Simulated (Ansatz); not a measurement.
**MgNH2 radical: one species, many methods**

One table from this session's results is given with a row withheld; the runs are named, their logs left out.

Program: Ansatz 0.2.0, Gaussian basis. Level of theory: functionals in def2-TZVPP, the program's frozen cores in correlated methods. These are calculated values, not measurements.

Levels to be run: LDA (SPW92), PBE-D4, revPBE-D4, BLYP-D4, r2SCAN-D4, B97M-V, PBE0-D4, B3LYP-D4, r2SCANh-D4, r2SCAN0-D4, HSE06-D4, BHLYP-D4, CAM-B3LYP-D4, LC-ωPBE, ωB97X-V, ωB97M-V, B2PLYP, PBE-QIDH; CCSD(T)/def2-SVP; CCSD(T)/def2-TZVPP; CCSD(T)/def2-QZVPP; extrapolation to the limit; RPA on PBE.

## The relaxed structure

The geometry comes from an earlier relaxation with PBE0-D4 in a triple-zeta def2 set; it is a stationary point.

SMILES `[NH2][Mg]`, 4 atoms, charge 0, spin multiplicity 2.

Atoms are counted from 1 here; the program's logs count them from 0.

Bond lengths: N1–Mg2 1.898 Å, N1–H3 1.010 Å, N1–H4 1.010 Å. Angles: Mg2–N1–H3 126.3°, Mg2–N1–H4 126.3°, H3–N1–H4 107.4°.

The first run:

Input file in.yaml:

```yaml
crystal:
  periodic: [false, false, false]
  atoms:
    - {symbol: N, position_ang: [-0.135835, -0.005136, -0.095997]}
    - {symbol: Mg, position_ang: [1.484586, -0.114370, 0.885878]}
    - {symbol: H, position_ang: [-0.988538, -0.510485, 0.099130]}
    - {symbol: H, position_ang: [-0.304614, 0.569690, -0.909411]}
basis:
  gaussian: {orbitals: def2-TZVPP}
magnetization: {spin_polarized: true, initial_magnetization: 1}
hamiltonian: {xc: lda}
output: {orbitals: {seedname: orbitals}}
```

Steps of the session up to this table: LDA; PBE-D4 (GGA); revPBE-D4 (GGA); BLYP-D4 (GGA); r2SCAN-D4 (meta-GGA); B97M-V (meta-GGA); PBE0-D4 (hybrid); B3LYP-D4 (hybrid); r2SCANh-D4 (hybrid); r2SCAN0-D4 (hybrid); HSE06-D4 (hybrid); BHLYP-D4 (hybrid); CAM-B3LYP-D4 (range-separated); LC-ωPBE-D4 (range-separated; the results give it without D4); ωB97X-V (range-separated); ωB97M-V (range-separated); B2PLYP (double hybrid); PBE-QIDH (double hybrid).

One table of the session follows, with a row left open; its other results are not shown here.

It belongs to the step «Orbital energies across the functionals». 

```
  functional  HOMO (eV)  LUMO (eV)  gap (eV)
 LDA (SPW92)      -4.32      -3.16      1.16
      PBE-D4      -4.31      -2.95      1.36
   revPBE-D4      -4.29      -2.96      1.33
     BLYP-D4      -4.13      -2.96      1.17
   r2SCAN-D4      -4.50      -2.62      1.88
      B97M-V      -4.13      -3.88      0.25
     PBE0-D4      -5.13      -2.18      2.95
    B3LYP-D4      -4.93      -2.57      2.37
  r2SCANh-D4      -4.79      -2.47      2.32
  r2SCAN0-D4      -5.24      -2.27      2.97
    HSE06-D4      -4.74      -2.53      2.21
    BHLYP-D4      -5.77      -1.73      4.04
CAM-B3LYP-D4      -6.18      -1.63      4.55
     LC-ωPBE      -7.33      -0.38      6.95
     ωB97X-V      -6.98       0.02      6.99
     ωB97M-V          ?          ?         ?
```

**Question.** Estimate the row for ωB97M-V.

**Answer.** HOMO (eV): -6.62; LUMO (eV): -0.70; gap (eV): 5.92. In the column «HOMO (eV)» it lies between ωB97X-V (-6.98) and CAM-B3LYP-D4 (-6.18).
